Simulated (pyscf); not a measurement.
**Insertion: Cl–Si:–Cl [singlet] + H₂O -> HO–SiH(Cl)–Cl**

Gas phase, singlet surface, charge 0. Bonds broken: O4–H5. Bonds formed: Si2–O4, Si2–H5. Optimised with ωB97X-D3(BJ)/def2-SVP in PySCF. Correlated levels are frozen-core, on RHF or UHF. ΔMP2 is the change of the MP2 total energy from the triple- to the quadruple-zeta basis.

Transition state (Å):

```xyz
6

Cl    -0.3727     2.1775    -0.1651
Si     0.8462     0.5111    -0.4028
Cl     2.2220     0.6113     1.1308
O     -0.3072    -0.8512     0.0746
H      0.2000    -0.7833    -1.1268
H     -1.2472    -0.6017     0.1280
```

One imaginary mode, 1596i cm⁻¹; descent along it reached the two sides named, in the forms told below.

| bond | change | reactant side (Å) | saddle | product side |
|---|---|---|---|---|
| O4–H5 | breaks | 0.974 | 1.306 | 2.516 |
| Si2–O4 | forms | 2.105 | 1.848 | 1.642 |
| Si2–H5 | forms | 2.531 | 1.618 | 1.469 |

Electronic energies relative to the separated reactants (kJ/mol):

```
level                             barrier  reaction energy  reverse barrier
--------------------------------  -------  ---------------  ---------------
ωB97X-D3(BJ)/def2-TZVP               76.0           -271.0            347.0
PBE/def2-TZVP                        51.3           -233.7            285.1
r²SCAN/def2-TZVP                     45.5           -271.5            317.0
B3LYP-D3(BJ)/def2-TZVP               76.3           -248.1            324.4
PBE0-D3(BJ)/def2-TZVP                62.5           -258.8            321.3
M06-2X/def2-TZVP                     80.7           -259.2            339.8
ωB97M-D3(BJ)/def2-TZVP               83.8           -249.6            333.4
HF/def2-TZVP                        154.8           -270.5            425.3
MP2/def2-QZVPP                       72.3           -268.9            341.2
CCSD/def2-TZVPP                     102.4           -254.1            356.5
CCSD(T)/def2-TZVPP                   88.4           -252.1            340.4
CCSD(T)/def2-TZVPP + ΔMP2(QZVPP)     86.2           -252.9            339.1
```

With CCSD(T)/def2-TZVPP + ΔMP2(QZVPP) energies and thermal terms (ideal gas, 1 atm, RRHO with modes under 100 cm⁻¹ raised to 100, one conformer, R ln 2 for rigid chiral ones), in kJ/mol:

| T (K) | ΔH‡ | ΔG‡ | ΔH | ΔG |
|---|---|---|---|---|
| 298 | 77.1 | 119.5 | -251.8 | -207.2 |
| 600 | 78.3 | 162.2 | -249.8 | -162.4 |
| 900 | 81.5 | 203.4 | -245.3 | -119.7 |
| 1200 | 85.2 | 243.5 | -239.9 | -78.6 |

On the reactant side the descent ends in an adduct with a O–Si contact, 62.9 kJ/mol under the separated species and 138.8 kJ/mol under the saddle at ωB97X-D3(BJ)/def2-TZVP. What is counted as formed (O–Si) is already present as a longer contact in the reactant adduct; forming that adduct is a step of its own. The same reactants have a lower exit, to HCl + HO–Si:–Cl [singlet] (barrier +14.6 kJ/mol at ωB97M-D3(BJ), against +83.8 kJ/mol here). This is the saddle that the search found; another between the same sides may lie lower. The CCSD(T) − MP2 part came from Ansatz, without density fitting, on the same reference.
